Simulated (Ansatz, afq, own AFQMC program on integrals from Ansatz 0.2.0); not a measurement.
Breaking C1–F2 in CHF, singlet

```xyz
3

C    -0.1260   -0.4787   -0.1172
F     0.8863    0.0518    0.4909
H    -0.7603    0.4269   -0.3736
```

Products: CH (doublet) and F (doublet), each relaxed with PBE0/def2-SVP like the molecule; electronic energies without zero-point terms. Determinants: RHF, ROHF and UHF in that order.

Basis def2-TZVP. Noble-gas cores (and the filled d shells of Ga–Kr and In–Xe) are frozen. Integrals, coupled cluster, full CI and functionals: Ansatz 0.2.0; the random walks run on the same integrals in our own AFQMC program. ph-AFQMC/CISD is guided by a CISD state made of CCSD amplitudes; releasing the constraint for a short imaginary time cuts its bias at the price of noise, slowly where states lie close. ± is one standard error of the sampling. The errors of all members are added in quadrature.

No full CI on the walks' own integrals is used here; CCSDT(Q) serves as the reference and is uncertain by about the last step of the cluster series. Each member takes its own surest rung, up to full CI.

Errors are counted within def2-TZVP, not against nature.

Cautions: CHF (singlet): higher spins were not checked, restricted determinant unstable towards unrestricted (UHF 220 meV lower, ⟨S²⟩ 0.51); CH (doublet): a spin-contaminated unrestricted determinant lies lower (UHF 211 meV lower, ⟨S²⟩ 1.10).

Reference (CCSDT(Q)): 520.8 kJ/mol.

| level | bond energy (kJ/mol) | error against CCSDT(Q) (kJ/mol) |
| --- | --- | --- |
| HF | 338.2 | -182.6 |
| MP2 | 551.2 | 30.4 |
| CCSD | 502.1 | -18.7 |
| CCSD(T) | 520.0 | -0.8 |
| CCSDT | 519.6 | -1.2 |
| ph-AFQMC/CISD | 521.2 ± 0.6 | 0.4 ± 0.6 |
| released AFQMC | 520.0 ± 0.9 | -0.8 ± 0.9 |

Correlation beyond CCSD(T) adds 0.8 kJ/mol. The perturbative (T) step is worth +17.9 kJ/mol.

A walk keeps the symmetry of its determinant, which the program's search chose and which needn't be the lowest solution, so a lower state of the same spin and another symmetry isn't excluded. Released energies are given only where the last usable release times agree within the noise; a slower fall can still hide under it.
